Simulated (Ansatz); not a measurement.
# CHOSi: the cost of one run

Computed with Ansatz 0.2.0, Gaussian basis. Level: def2-QZVPP, core rule «outside noble gas», up to 7 orbitals frozen.

The runs, in order: UHF; ROHF; CCSD(T) on UHF.

**1. What is computed**

The geometry is a PBE0/def2-TZVP stationary point (not a proven minimum) of the parent state, kept for this charge and spin.

4 atoms, charge 1, spin multiplicity 3.

Atoms are counted from 1 here; the program's logs count them from 0.

Bond lengths: O1–C2 1.195 Å, C2–Si3 1.957 Å, C2–H4 1.107 Å. Angles: O1–C2–Si3 126.3°, O1–C2–H4 123.6°, Si3–C2–H4 110.1°.

**2. UHF**

The input, in.yaml:

```yaml
crystal:
  periodic: [false, false, false]
  atoms:
    - {symbol: O, position_ang: [0.000000, -0.313583, 1.598105]}
    - {symbol: C, position_ang: [0.000000, 0.436706, 0.668068]}
    - {symbol: Si, position_ang: [0.000000, -0.063363, -1.223700]}
    - {symbol: H, position_ang: [0.000000, 1.539364, 0.769440]}
basis:
  gaussian: {orbitals: "def2-QZVPP.json"}
total_charge: 1
magnetization: {spin_polarized: true, initial_magnetization: 2}
hamiltonian: {xc: hf}
output: {orbitals: {seedname: orbitals}}
```

Launch:

```sh
> ansatz run in.yaml --threads 1 --pin off --events-out ev --progress --plain --max-ram 2393MiB
```

What time and memory should one allow on 1 thread of Arm Neoverse V1, shared host?

About 45 s, with a peak of 0.5 GiB.
